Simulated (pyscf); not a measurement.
Thermochemistry of product channels of H₃Si–AsH–SiH₃ (SMILES [SiH3][AsH][SiH3]) on the singlet surface, in eV, from CCSD(T)/def2-TZVPP + ΔMP2(QZVPP) energies (ideal gas, 1 atm, RRHO with modes under 100 cm⁻¹ raised to 100, one conformer, R ln 2 for chiral ones without a mode under 150 cm⁻¹). Structures and frequencies: ωB97X-D3(BJ)/def2-SVP in PySCF. MP2 and CC: frozen core, UHF for open shells. ΔMP2 is the change of the MP2 total energy from the triple- to the quadruple-zeta basis.

```csv
products,ΔE,ΔH(298 K),ΔG(600 K),ΔG(1200 K)
H₃Si–SiH₂–AsH₂ (SMILES [SiH3][SiH2][AsH2]),+0.31,+0.29,+0.26,+0.22
SiH₄ (SMILES [SiH4]) + H₂Si=AsH (SMILES [SiH2]=[AsH]),+1.60,+1.52,+0.73,+0.01
```

These are energies of the channels, which say nothing of barriers. The CCSD(T) − MP2 part came from Ansatz, without density fitting, on the same reference. The frozen core leaves the outer d or s,p core shells of the metals and heavy elements correlated in the MP2 and CC values, and def2-TZVPP describes them poorly, which can shift differences by a few kcal/mol. Elements up to Kr have no core potential and no relativistic terms here.
